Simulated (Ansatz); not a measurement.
```yaml
crystal:
  periodic: [false, false, false]
  atoms:
    - {symbol: N, position_ang: [0.017056, -3.020344, 0.789093]}
    - {symbol: C, position_ang: [0.010709, -1.902776, 0.497253]}
    - {symbol: C, position_ang: [0.003210, -0.583799, 0.152742]}
    - {symbol: C, position_ang: [-0.003412, 0.583905, -0.152331]}
    - {symbol: C, position_ang: [-0.010719, 1.902788, -0.497207]}
    - {symbol: N, position_ang: [-0.016845, 3.020226, -0.789549]}
basis:
  gaussian: {orbitals: cc-pVTZ-DK}
hamiltonian: {xc: {name: wB97M-V}}
accuracy: high
multiplicity: 3
```

```sh
$ ansatz run in.yaml --threads 4 --pin off --events-out ev --progress --plain --max-ram 10444MiB
```

It prints (some lines left out):

```
Error: YAML parse error: error: line 14 column 1: unknown field `multiplicity`, expected one of crystal, accuracy, basis, kpoints, hamiltonian, magnetization, projection, total_charge, correlation, batch, efield, external_charges, scf, relax, neb, saddle, md, ramp, phonons, dielectric, real_time, elastic, magnetic_configurations, gw, evaluate, workflow, output, checkpoint, execution
12 | hamiltonian: {xc: {name: wB97M-V}}
13 | accuracy: high
14 | multiplicity: 3
```

Q: Something in this input is off. What?

A: The input holds a key that doesn't belong there. The input was rejected before any iteration.
